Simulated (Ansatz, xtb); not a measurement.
A geometry optimisation of H3N2Si+ with r2SCAN-D4/def2-SVP

The starting geometry of this gas-phase singlet has its atoms placed at random.

```xyz
6

N    -0.2745   -2.0370    0.6248
N    -0.9166   -0.9423   -0.6149
Si    0.0459    0.3607    0.1055
H    -1.3721    0.7202    0.2981
H     1.1083    0.9129   -0.5202
H    -0.2034   -1.4588   -1.0373
```

Q: Guess where an optimisation with r2SCAN-D4/def2-SVP ends from this start.

A: It ends as `N1=[NH+][SiH2]1`. Contacts that close: N1–N2 (1.77 → 1.24 Å), N1–Si3 (2.47 → 1.86 Å).

The energy falls by 7.59 eV over 12 steps:

```
step  E − E(last) (eV)
   1             7.585
   2             4.532
   3             2.121
   5             0.300
   6             0.166
   7             0.012
   8             0.008
  10             0.000
  11             0.000
  12             0.000
```

Final geometry (Å):

```xyz
6

N    -0.1258   -1.4834    0.4948
N    -0.4135   -1.2486   -0.6885
Si   -0.1712    0.3374    0.1264
H    -1.4316    1.0042    0.4769
H     1.1369    0.9395   -0.1607
H    -0.6071   -1.9934   -1.3929
```

From the same start GFN2-xTB reaches the same bonding as this run.

From so rough a start the end depends on the optimiser's path, so another program may land elsewhere. The end wasn't checked by frequencies. Run with Ansatz 0.2.0, 35 s on 1 thread of Intel(R) Xeon(R) Processor @ 2.50GHz (Skylake/Cascade Lake) (shared host).
